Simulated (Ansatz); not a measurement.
A run of Ansatz (development build ahead of 0.2.0) on doublet SH at this shape:

```yaml
atoms:
  - { symbol: S, position_ang: [-0.0244, 0.0900, -0.0909] }
  - { symbol: H, position_ang: [-0.0103, 0.0217, 1.2993] }
```

Its results:

```json
{"Converged": "yes", "Reference energy": "-398.09101 hartree", "Correlation energy": "-0.12070 hartree", "Total energy": "-398.21171 hartree", "Spin squared of the determinant": "0.761"}
```

(1) Which input gives this output? Name the method, the orbitals and the basis set, and write the input.

## Answers

(1) UHF-MP2 in aug-cc-pVDZ.

```yaml
crystal:
  periodic: [false, false, false]
  atoms:
    - { symbol: S, position_ang: [-0.02444, 0.09002, -0.09086] }
    - { symbol: H, position_ang: [-0.0103, 0.02167, 1.29933] }
basis:
  gaussian: { orbitals: aug-cc-pVDZ }
magnetization:
  spin_polarized: true
  initial_magnetization: 1
hamiltonian:
  xc: hf
correlation:
  method: mp2
  frozen_orbitals: { H: 0, S: 5 }
```
